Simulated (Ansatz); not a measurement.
Geometry optimisation, RKS B3LYP/def2-SVPD (Ansatz).

Input file:

```yaml
crystal:
  periodic: [false, false, false]
  atoms:
    - { symbol: B, position_ang: [0.176174, 0.55418, -0.228318] }
    - { symbol: H, position_ang: [-0.049776, -0.446855, 1.939938] }
    - { symbol: Cl, position_ang: [1.609591, -0.358707, -0.768344] }
    - { symbol: H, position_ang: [-0.903248, 0.11422, -0.474088] }
    - { symbol: O, position_ang: [0.298146, 1.778457, 0.377373] }
    - { symbol: H, position_ang: [1.217106, 2.055075, 0.489866] }
    - { symbol: H, position_ang: [-0.088093, 0.267831, 1.961972] }
basis:
  gaussian: { orbitals: def2-SVPD }
hamiltonian:
  xc: b3lyp
relax:
  f_tol: 0.03
  max_steps: 50
```

Launched with:

```bash
$ ansatz run input.yaml --threads 2 --pin off --max-ram 3072MiB --backend cpu --events-out ev --progress --plain --runs-dir out
```

**Question.** Where does it end, and by what steps?

**Answer.** The forces met the threshold. After 9 steps the energy has fallen by 0.241 eV; H7 moved furthest, 0.81 Å.

```csv
step,energy less start (eV),largest force component (eV/Å),accepted
0,0.0000,1.795,yes
1,-0.1642,0.520,yes
2,-0.2095,0.308,yes
3,-0.2323,0.255,yes
4,-0.2314,0.380,no
5,-0.2367,0.079,yes
6,-0.2390,0.078,yes
7,-0.2402,0.083,yes
8,-0.2407,0.110,yes
9,-0.2409,0.029,yes
```

```xyz
7
Properties=species:S:1:pos:R:3
B 0.232 0.709 -0.489
H -0.069 -0.768 2.509
Cl 1.655 -0.281 -0.926
H -0.858 0.270 -0.699
O 0.384 1.921 0.064
H 1.298 2.200 0.204
H -0.382 -0.086 2.635
```

Whether the end is a true minimum wasn't checked by a vibrational analysis.

The run took 15 s on 2 threads of Arm Neoverse V2, on a shared host, peak memory 0.17 GiB.
